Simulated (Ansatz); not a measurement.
# HF ··· CH6Si

The pair of HF (SMILES F, atoms 1–2) and CH6Si (SMILES C[SiH3], atoms 3–10), both closed shells, in one local arrangement (a lower one may exist), relaxed at PBE0-D4/def2-TZVP:

F1  (-0.605, 1.034, -2.472)
H2  (-0.779, 0.275, -1.967)
C3  (0.323, 0.768, 0.862)
Si4  (0.059, -0.990, 0.301)
H5  (1.012, 0.801, 1.709)
H6  (-0.621, 1.222, 1.172)
H7  (0.740, 1.371, 0.053)
H8  (1.324, -1.631, -0.138)
H9  (-0.876, -1.025, -0.873)
H10  (-0.575, -1.825, 1.354)
(Å)

Program: Ansatz 0.2.0. Basis: def2-TZVPPD, with def2-QZVPPD for the basis limit. Cores are frozen in the correlated methods. B3LYP uses VWN-RPA correlation. Extrapolation: Hartree–Fock as exp(−7.88 √X), correlation as X^−2.97. Interaction energies count from these two fragments, frozen as in the pair, with the counterpoise correction; negative means bound.

Q: What is the interaction energy by CCSD(T) at an estimated basis limit (MP2 extrapolated from triple and quadruple zeta, plus CCSD(T) − MP2 in triple zeta)? (To be estimated.)

A: The calculation gives: -10.2 kJ/mol. Hartree–Fock alone gives -1.2 kJ/mol at the basis limit. It counts from the two fragments frozen as in the pair.

The same quantity by other methods in triple zeta, and each one's difference from that estimate:
```tsv
method	E_int (kJ/mol)	difference
PBE-D4	-14.3	-4.1
revPBE-D4	-10.3	-0.1
BLYP-D4	-11.4	-1.3
r2SCAN-D4	-13.3	-3.1
B97M-V	-12.7	-2.5
PBE0-D4	-12.7	-2.5
B3LYP-D4	-11.7	-1.5
HSE06-D4	-12.7	-2.5
wB97X-V	-11.3	-1.1
wB97M-V	-11.2	-1.1
B2PLYP	-8.7	1.5
HF	-1.2	9.0
MP2	-8.8	1.4
CCSD	-7.7	2.5
CCSD(T)	-9.0	1.1
```
Differences are method less estimate.

Q: Which atoms make the shortest contact between the fragments?

A: H2 and H9, 1.70 Å apart.

Energy to bend the free fragments (PBE0-D4 minima) into their shapes in the pair, CCSD(T)/def2-TZVPPD: HF 0.2 kJ/mol; CH6Si 1.0 kJ/mol. This must be added to the interaction energy to get the binding energy from relaxed fragments.

Basis-set superposition shift (counterpoise-corrected less uncorrected): CCSD(T) 1.8; MP2 1.8; HF 0.2; PBE0-D4 0.2; wB97M-V 0.2 kJ/mol.

The T1 diagnostic stays at or below 0.011.

For scale, one of the runs: CCSD(T)/def2-TZVPPD, 244 basis functions, launched by `ansatz run in.yaml --threads 4 --pin off --events-out ev --progress --plain --max-ram 9574MiB`. Time: 63 s of wall clock on 4 CPU threads of an Arm Neoverse V1; the host was shared. Peak host memory: 4.8 GiB.
